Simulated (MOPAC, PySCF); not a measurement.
H2S, SMILES `S`, neutral singlet in the gas phase. 

Cartesian coordinates (Å):
SMILES: S
```xyz
3

S     -0.0131     0.6254     0.0000
H      0.9796    -0.2924     0.0000
H     -0.9665    -0.3331     0.0000
```
Charge 0, multiplicity 1.

All levels are single points at this geometry (B3LYP-D3(BJ)/def2-SVP); Pople sets use spherical d functions. Orbital energies aren't observables, and empty levels follow the basis.

```csv
level,HOMO (eV),LUMO (eV),gap (eV),dipole (D),"vertical IE, Delta-SCF (eV)"
B3LYP-D3(BJ)/def2-TZVP in PySCF,-7.22,0.22,7.45,1.11,10.40
PBE-D3(BJ)/def2-TZVP in PySCF,-6.19,-0.50,5.69,1.13,10.34
PBE/6-31G* in PySCF,-6.07,-0.26,5.81,1.49,10.32
AM1 in MOPAC,-9.49,0.92,10.41,1.91,–
PM3 in MOPAC,-9.65,0.48,10.13,1.84,–
PM6 in MOPAC,-9.45,0.43,9.88,1.41,–
```
